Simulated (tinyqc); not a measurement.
Inside a calculation. Method: ROHF in the sto-3g basis, for BH2, spin multiplicity 2. One step of it, computed by the program tinyqc.

Question. Iteration 2: building the Fock matrix. J_ij = sum D_kl (ij|kl) with D = D(alpha) + D(beta), K_ij = sum D_kl (ik|jl) for each spin; F = H + J - K(s); E = tr D H + tr D J / 2 - 0.5 sum_s tr D(s) K(s) + E_nn.

D(alpha) after iteration 1:
```
            1B 1s      1B 2s    1B 2px     1B 2py     1B 2pz      2H 1s      3H 1s
1B 1s    1.086703  -0.339502  0.000000   0.000000  -0.034628   0.077176   0.077176
1B 2s   -0.339502   1.354134  0.000000   0.000000   0.105126  -0.416434  -0.416434
1B 2px   0.000000   0.000000  0.000000   0.000000   0.000000   0.000000   0.000000
1B 2py   0.000000   0.000000  0.000000   0.164570   0.000000   0.216049  -0.216049
1B 2pz  -0.034628   0.105126  0.000000   0.000000   0.018719   0.037509   0.037509
2H 1s    0.077176  -0.416434  0.000000   0.216049   0.037509   0.874449   0.307186
3H 1s    0.077176  -0.416434  0.000000  -0.216049   0.037509   0.307186   0.874449
```

D(beta) after iteration 1:
```
            1B 1s      1B 2s    1B 2px     1B 2py     1B 2pz      2H 1s      3H 1s
1B 1s    1.018822  -0.074509  0.000000   0.000000  -0.027008  -0.090315  -0.090315
1B 2s   -0.074509   0.319660  0.000000   0.000000   0.075377   0.237413   0.237413
1B 2px   0.000000   0.000000  0.000000   0.000000   0.000000   0.000000   0.000000
1B 2py   0.000000   0.000000  0.000000   0.164570   0.000000   0.216049  -0.216049
1B 2pz  -0.027008   0.075377  0.000000   0.000000   0.017863   0.056312   0.056312
2H 1s   -0.090315   0.237413  0.000000   0.216049   0.056312   0.461181  -0.106082
3H 1s   -0.090315   0.237413  0.000000  -0.216049   0.056312  -0.106082   0.461181
```

core Hamiltonian H = T + V (hartree):
```
             1B 1s      1B 2s     1B 2px     1B 2py     1B 2pz      2H 1s      3H 1s
1B 1s   -13.008158  -3.372377   0.000000   0.000000  -0.009028  -0.384938  -0.384938
1B 2s    -3.372377  -4.093724   0.000000   0.000000  -0.088015  -1.097259  -1.097259
1B 2px    0.000000   0.000000  -3.251004   0.000000   0.000000   0.000000   0.000000
1B 2py    0.000000   0.000000   0.000000  -3.369268   0.000000  -1.012133   1.012133
1B 2pz   -0.009028  -0.088015   0.000000   0.000000  -3.274490  -0.460821  -0.460821
2H 1s    -0.384938  -1.097259   0.000000  -1.012133  -0.460821  -2.366477  -0.103761
3H 1s    -0.384938  -1.097259   0.000000   1.012133  -0.460821  -0.103761  -2.366477
```

Two-electron integrals (ij|kl) in chemists' order, unique and non-zero (hartree):
```
(11|11) 2.923513    (21|11) 0.518376    (21|21) 0.109262    (22|11) 0.744229
(22|21) 0.193177    (22|22) 0.544804    (31|31) 0.020264    (32|31) 0.029996
(32|32) 0.120346    (33|11) 0.742491    (33|21) 0.193240    (33|22) 0.544682
(33|33) 0.586773    (41|41) 0.020264    (42|41) 0.029996    (42|42) 0.120346
(43|43) 0.031630    (44|11) 0.742491    (44|21) 0.193240    (44|22) 0.544682
(44|33) 0.523513    (44|44) 0.586773    (51|51) 0.020264    (52|51) 0.029996
(52|52) 0.120346    (53|53) 0.031630    (54|54) 0.031630    (55|11) 0.742491
(55|21) 0.193240    (55|22) 0.544682    (55|33) 0.523513    (55|44) 0.523513
(55|55) 0.586773    (61|11) 0.058099    (61|21) 0.012208    (61|22) 0.021681
(61|33) 0.021588    (61|41) 0.000776    (61|42) 0.001447    (61|44) 0.021831
(61|51) 0.000346    (61|52) 0.000645    (61|54) 0.000108    (61|55) 0.021636
(61|61) 0.001404    (62|11) 0.165476    (62|21) 0.043766    (62|22) 0.139278
(62|33) 0.135092    (62|41) 0.004342    (62|42) 0.028489    (62|44) 0.145451
(62|51) 0.001935    (62|52) 0.012696    (62|54) 0.004616    (62|55) 0.137149
(62|61) 0.005216    (62|62) 0.053418    (63|31) 0.003992    (63|32) 0.019568
(63|43) 0.005058    (63|53) 0.002254    (63|63) 0.005224    (64|11) 0.151742
(64|21) 0.040613    (64|22) 0.136248    (64|33) 0.129230    (64|41) 0.007352
(64|42) 0.044378    (64|44) 0.148342    (64|51) 0.001497    (64|52) 0.011056
(64|54) 0.006263    (64|55) 0.131016    (64|61) 0.005024    (64|62) 0.060773
(64|64) 0.072953    (65|11) 0.067621    (65|21) 0.018098    (65|22) 0.060716
(65|33) 0.057588    (65|41) 0.001497    (65|42) 0.011056    (65|44) 0.061597
(65|51) 0.004659    (65|52) 0.024495    (65|54) 0.006845    (65|55) 0.062893
(65|61) 0.002239    (65|62) 0.027082    (65|64) 0.030182    (65|65) 0.018674
(66|11) 0.342230    (66|21) 0.092068    (66|22) 0.332762    (66|33) 0.314579
(66|41) 0.009773    (66|42) 0.087855    (66|44) 0.359676    (66|51) 0.004355
(66|52) 0.039151    (66|54) 0.020097    (66|55) 0.323535    (66|61) 0.011075
(66|62) 0.173020    (66|64) 0.212203    (66|65) 0.094564    (66|66) 0.774606
(71|11) 0.058099    (71|21) 0.012208    (71|22) 0.021681    (71|33) 0.021588
(71|41) -0.000776   (71|42) -0.001447   (71|44) 0.021831    (71|51) 0.000346
(71|52) 0.000645    (71|54) -0.000108   (71|55) 0.021636    (71|61) 0.001339
(71|62) 0.004743    (71|64) 0.004242    (71|65) 0.002050    (71|66) 0.009958
(71|71) 0.001404    (72|11) 0.165476    (72|21) 0.043766    (72|22) 0.139278
(72|33) 0.135092    (72|41) -0.004342   (72|42) -0.028489   (72|44) 0.145451
(72|51) 0.001935    (72|52) 0.012696    (72|54) -0.004616   (72|55) 0.137149
(72|61) 0.004743    (72|62) 0.031464    (72|64) 0.027668    (72|65) 0.015646
(72|66) 0.075020    (72|71) 0.005216    (72|72) 0.053418    (73|31) 0.003992
(73|32) 0.019568    (73|43) -0.005058   (73|53) 0.002254    (73|63) 0.002662
(73|73) 0.005224    (74|11) -0.151742   (74|21) -0.040613   (74|22) -0.136248
(74|33) -0.129230   (74|41) 0.007352    (74|42) 0.044378    (74|44) -0.148342
(74|51) -0.001497   (74|52) -0.011056   (74|54) 0.006263    (74|55) -0.131016
(74|61) -0.004242   (74|62) -0.027668   (74|64) -0.022664   (74|65) -0.013567
(74|66) -0.065444   (74|71) -0.005024   (74|72) -0.060773   (74|74) 0.072953
(75|11) 0.067621    (75|21) 0.018098    (75|22) 0.060716    (75|33) 0.057588
(75|41) -0.001497   (75|42) -0.011056   (75|44) 0.061597    (75|51) 0.004659
(75|52) 0.024495    (75|54) -0.006845   (75|55) 0.062893    (75|61) 0.002050
(75|62) 0.015646    (75|64) 0.013567    (75|65) 0.010269    (75|66) 0.038552
(75|71) 0.002239    (75|72) 0.027082    (75|74) -0.030182   (75|75) 0.018674
(76|11) 0.014517    (76|21) 0.003830    (76|22) 0.012121    (76|33) 0.011820
(76|44) 0.012202    (76|51) 0.000311    (76|52) 0.002004    (76|55) 0.012329
(76|61) 0.000438    (76|62) 0.003658    (76|64) 0.003672    (76|65) 0.002041
(76|66) 0.010127    (76|71) 0.000438    (76|72) 0.003658    (76|74) -0.003672
(76|75) 0.002041    (76|76) 0.000337    (77|11) 0.342230    (77|21) 0.092068
(77|22) 0.332762    (77|33) 0.314579    (77|41) -0.009773   (77|42) -0.087855
(77|44) 0.359676    (77|51) 0.004355    (77|52) 0.039151    (77|54) -0.020097
(77|55) 0.323535    (77|61) 0.009958    (77|62) 0.075020    (77|64) 0.065444
(77|65) 0.038552    (77|66) 0.188028    (77|71) 0.011075    (77|72) 0.173020
(77|74) -0.212203   (77|75) 0.094564    (77|76) 0.010127    (77|77) 0.774606
```

nuclear repulsion = 3.62341417 hartree

Give: Coulomb J; exchange K(alpha); exchange K(beta); F(alpha); F(beta); total energy of this density.

Answer.

Coulomb J (hartree):
```
         1B 1s   1B 2s  1B 2px   1B 2py  1B 2pz   2H 1s    3H 1s
1B 1s   8.3297  1.6875  0.0000   0.0000  0.0230  0.1901   0.1901
1B 2s   1.6875  3.5693  0.0000   0.0000  0.1643  0.9891   0.9891
1B 2px  0.0000  0.0000  3.4987   0.0000  0.0000  0.0000   0.0000
1B 2py  0.0000  0.0000  0.0000   3.6672  0.0000  1.0026  -1.0026
1B 2pz  0.0230  0.1643  0.0000   0.0000  3.5287  0.4663   0.4663
2H 1s   0.1901  0.9891  0.0000   1.0026  0.4663  2.8105   0.0845
3H 1s   0.1901  0.9891  0.0000  -1.0026  0.4663  0.0845   2.8105
```

exchange K(alpha) (hartree):
```
          1B 1s   1B 2s  1B 2px   1B 2py   1B 2pz   2H 1s    3H 1s
1B 1s    2.9783  0.5283  0.0000   0.0000  -0.0002  0.0627   0.0627
1B 2s    0.5283  0.6682  0.0000   0.0000   0.0800  0.2316   0.2316
1B 2px   0.0000  0.0000  0.1545   0.0000   0.0000  0.0000   0.0000
1B 2py   0.0000  0.0000  0.0000   0.4329   0.0000  0.2745  -0.2745
1B 2pz  -0.0002  0.0800  0.0000   0.0000   0.1958  0.1193   0.1193
2H 1s    0.0627  0.2316  0.0000   0.2745   0.1193  0.7241   0.0285
3H 1s    0.0627  0.2316  0.0000  -0.2745   0.1193  0.0285   0.7241
```

exchange K(beta) (hartree):
```
          1B 1s   1B 2s  1B 2px   1B 2py   1B 2pz   2H 1s    3H 1s
1B 1s    2.9323  0.5373  0.0000   0.0000  -0.0019  0.0606   0.0606
1B 2s    0.5373  0.4652  0.0000   0.0000   0.1220  0.2613   0.2613
1B 2px   0.0000  0.0000  0.0867   0.0000   0.0000  0.0000   0.0000
1B 2py   0.0000  0.0000  0.0000   0.3930   0.0000  0.2634  -0.2634
1B 2pz  -0.0019  0.1220  0.0000   0.0000   0.1270  0.1057   0.1057
2H 1s    0.0606  0.2613  0.0000   0.2634   0.1057  0.5721   0.0121
3H 1s    0.0606  0.2613  0.0000  -0.2634   0.1057  0.0121   0.5721
```

F(alpha) (hartree):
```
          1B 1s    1B 2s  1B 2px   1B 2py   1B 2pz    2H 1s    3H 1s
1B 1s   -7.6568  -2.2132  0.0000   0.0000   0.0142  -0.2575  -0.2575
1B 2s   -2.2132  -1.1926  0.0000   0.0000  -0.0037  -0.3398  -0.3398
1B 2px   0.0000   0.0000  0.0931   0.0000   0.0000   0.0000   0.0000
1B 2py   0.0000   0.0000  0.0000  -0.1350   0.0000  -0.2841   0.2841
1B 2pz   0.0142  -0.0037  0.0000   0.0000   0.0584  -0.1138  -0.1138
2H 1s   -0.2575  -0.3398  0.0000  -0.2841  -0.1138  -0.2801  -0.0477
3H 1s   -0.2575  -0.3398  0.0000   0.2841  -0.1138  -0.0477  -0.2801
```

F(beta) (hartree):
```
          1B 1s    1B 2s  1B 2px   1B 2py   1B 2pz    2H 1s    3H 1s
1B 1s   -7.6108  -2.2222  0.0000   0.0000   0.0159  -0.2554  -0.2554
1B 2s   -2.2222  -0.9896  0.0000   0.0000  -0.0457  -0.3695  -0.3695
1B 2px   0.0000   0.0000  0.1610   0.0000   0.0000   0.0000   0.0000
1B 2py   0.0000   0.0000  0.0000  -0.0950   0.0000  -0.2730   0.2730
1B 2pz   0.0159  -0.0457  0.0000   0.0000   0.1272  -0.1002  -0.1002
2H 1s   -0.2554  -0.3695  0.0000  -0.2730  -0.1002  -0.1281  -0.0314
3H 1s   -0.2554  -0.3695  0.0000   0.2730  -0.1002  -0.0314  -0.1281
```

total energy of this density = -25.040242 hartree
